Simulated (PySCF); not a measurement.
Worked example: refractive index and permittivity of the vapour

acetic acid (C2H4O2), SMILES OC(=O)C.

Coordinates come from a PBE0-D3(BJ)/def2-SVP optimisation. The values are those of a single conformer.

PySCF with ωB97X/def2-TZVPD gives a mean static polarisability of 33.9 bohr³ and a dipole moment of 1.82 D. Take an ideal gas at 298.15 K and 0.01 bar, whether or not the substance is that volatile.

**Question.** Work out n − 1 in the optical limit and the static ε − 1.

**Answer.** 
Polarisability volume α' = 33.9 × 0.148185 = 5.02 Å³. Number density N = p/kT = 2.43e-7 Å⁻³.
Dilute limit of Lorentz–Lorenz: n − 1 = 2π N α' = 7.7e-6.
Orientation term of Debye: μ²/(3kT) = 8.098 Å³ × μ²(D²) = 26.82 Å³.
ε − 1 = 4π N (α' + μ²/3kT) = 9.7e-5. Orientation of the dipole supplies 84 % of the static response; it can't follow optical fields. Vibrational polarisation and dispersion are left out.
